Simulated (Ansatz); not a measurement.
`[Cl][Mg][Cl]` + H₂S → `[SH][Mg][Cl]` + HCl at 600 K and 1 bar (ligand exchange at a Mg–Cl bond).

Computed with Ansatz on PBE0-D4/def2-TZVP structures; ΔE is electronic, products minus reactants. CBS: MP2 limit from def2 TZ/QZ plus the TZ coupled-cluster correction, frozen cores. This one scheme is used for every species. For Mg outer-core shells are correlated without core-valence functions, which leaves a few kJ/mol of doubt a bond. Each species was taken in one conformer, which may not be the lowest.

| species | CCSD(T)/CBS energy (Eh) | H − E (kJ/mol) | S (J/(mol·K)) |
| --- | --- | --- | --- |
| `[Cl][Mg][Cl]` | -1119.60463 | 38.6 | 313.0 |
| H₂S | -398.97279 | 60.8 | 230.9 |
| `[SH][Mg][Cl]` | -1058.17129 | 62.9 | 351.8 |
| HCl | -460.38127 | 35.4 | 207.2 |

H − E and S are ideal-gas, rigid-rotor, harmonic terms from PBE0-D4/def2-TZVP, for one conformer and one mirror image of each species. 1 Eh = 2625.50 kJ/mol, R = 8.31446 J/(mol·K).

Problem. By hand: ΔE, ΔH, ΔS and ΔG.

Solution. ΔE = (-1058.17129) + (-460.38127) − (-1119.60463) − (-398.97279) = 0.02486 Eh = 65.3 kJ/mol. Δ(H − E) = 62.9 + 35.4 − 38.6 − 60.8 = -1.1, so ΔH = 64.2 kJ/mol. ΔS = 351.8 + 207.2 − 313.0 − 230.9 = 15.1 J/(mol·K). ΔG = 64.2 − 600 × (15.1)/1000 = 55.1 kJ/mol.

Problem. By hand: the equilibrium constant, and the temperature at which ΔG would vanish if ΔH and ΔS stayed fixed.

Solution. log₁₀ K = −ΔG/(RT ln 10) = -4.8. ΔG = 0 at ΔH/ΔS = 4252 K, far beyond where these terms or the molecules hold.

ΔH outweighs TΔS. A doubt of 5 kJ/mol in ΔE shifts log₁₀ K by 0.4 here. Other conformers and mirror images would add mixing entropy, several J/(mol·K) or more a flexible species. These are equilibria of isolated gas molecules and say nothing of rates. Largest T1 diagnostic: 0.009 (customary marks: 0.02 for closed shells, 0.045 for open ones).
